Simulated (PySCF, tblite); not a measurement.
Species: C₄H₉O₂ (doublet state).
Numbering: `[CH3:1][O:2][CH2:3][CH2:4][CH2:5][O:6]` (hydrogens: H7, H8, H9 on C1; H10, H11 on C3; H12, H13 on C4; H14, H15 on C5)

Cartesian coordinates in Å at the GFN2-xTB level; atoms count from 1:
```xyz
15
C4H9O2 angstrom
C     -2.5540    0.2275    0.0954
O     -1.2707    0.6118    0.5115
C     -0.2424   -0.1131   -0.1135
C      1.1064    0.4417    0.3398
C      2.2281   -0.3817   -0.3050
O      2.2577   -1.6607   -0.0200
H     -3.2572    0.8739    0.6163
H     -2.6776    0.3518   -0.9881
H     -2.7564   -0.8195    0.3522
H     -0.3395   -0.0390   -1.2106
H     -0.2892   -1.1801    0.1551
H      1.1607    0.3603    1.4258
H      1.1900    1.4917    0.0596
H      3.2164    0.0732   -0.0416
H      2.2233   -0.2298   -1.4158
```

Jobs on this species (15 atoms, 49 electrons) with PySCF (density fitting) and tblite. Hardware of each: one thread of an Intel Xeon at 2.50 GHz, no GPU, on a shared host. Times come from a shared host and carry two figures at best.

**Question.** Rank these jobs by wall time, shortest first.
A. GFN2-xTB; L-BFGS relaxation
B. UKS B3LYP, pcH-1 on C H O, non-relativistic, mean-field spin-orbit, GIAO; unrestricted SCF, g, hyperfine, density and orbital grids written; 240 basis functions
C. GFN2-xTB; Hessian by finite differences

**Answer.** A (0.53 s), C (0.88 s), B (99 s).

All jobs:

| level and settings | work | basis functions | SCF cycles | wall time |
| --- | --- | --- | --- | --- |
| GFN2-xTB | L-BFGS relaxation | – | – | 0.53 s |
| GFN2-xTB | Hessian by finite differences | – | – | 0.88 s |
| UKS B3LYP, pcH-1 on C H O, non-relativistic, mean-field spin-orbit, GIAO | unrestricted SCF, g, hyperfine, density and orbital grids written | 240 | 17 | 99 s |

**Question.** What do all jobs in the table cost together?

**Answer.** About 1.7 min; the longest takes about 99 % of that, and about 190 times as long as the shortest.
